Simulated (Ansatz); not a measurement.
Input file:

```yaml
crystal:
  periodic: [false, false, false]
  atoms:
    - {symbol: C, position_ang: [0.000000, 0.000000, 0.000000]}
    - {symbol: H, position_ang: [0.000000, 0.000000, -1.078944]}
    - {symbol: H, position_ang: [0.000000, 0.000000, 1.078944]}
basis:
  gaussian: {orbitals: cc-pVDZ}
magnetization: {spin_polarized: false, initial_magnetization: 2}
correlation: {method: fic_mrcisd_q, electrons: outside_noble_gas, active_space: {window: {electrons: 2, orbitals: 1}}}
scf: {lower_state_search: light}
```

```sh
$ ansatz run in.yaml --threads 1 --pin off --events-out ev --progress --plain --max-ram 2393MiB
```

One thing in this input was set wrong on purpose, beside settings that are merely unusual. What is the gravest fault, and what does the program do?

Impossible active window. How the run ends: stopped by an error.
```
221 factors; integrals over basis functions are off by at most 5.3e-4 eV
mean field evaluation 1: about -1058.2294 eV, gradient 9.6e0 eV
mean field evaluation 2: about -1058.2289 eV, gradient 9.6e0 eV
mean field evaluation 4: about -1058.5994 eV, gradient 2.1e-1 eV
mean field evaluation 8: about -1058.5996 eV, gradient 1.7e-4 eV
mean field -1058.59960523 eV, -38.9028179475 hartree, gradient 2.4e-6 eV, S^2 2.000000; 0 other end points of the search recorded, 0 dependent functions left out
reference -1058.59960523 eV, -38.9028179475 hartree; 5, 3 occupied and 19, 21 virtual orbitals, 221 factors
Error: 2 electrons in 1 orbitals form no window around the highest filled level of the reference
```
